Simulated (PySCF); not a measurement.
# Beryllium: a sound run and one with changed settings

Sound run: Be [He] 2s2, Be+ [He] 2s1. Computed with PySCF 2.14 in x2c-TZVPall (5s3p1d, 19 functions), with the spin-free X2C one-electron Hamiltonian (Gaussian nucleus). The sound run starts from symmetry-adapted Hartree-Fock orbitals and uses a fine grid where one is needed.

Changed run: initial guess 1e, at most 5 SCF cycles. This setting is unsound on purpose.

```csv
species,method,sound run (hartree),changed run (hartree),converged
Be,UHF,-14.57508,-14.57508,no
Be,M06-L,-14.66401,-14.66401,no
Be,M06-2X,-14.66752,-14.66752,no
Be+,UHF,-14.27950,-14.27950,no
Be+,M06-L,-14.33648,-14.33648,no
Be+,M06-2X,-14.33438,-14.33438,no
```

The SCF was stopped early; the energies are upper bounds that still move, and correlated levels were skipped or rest on poor orbitals.
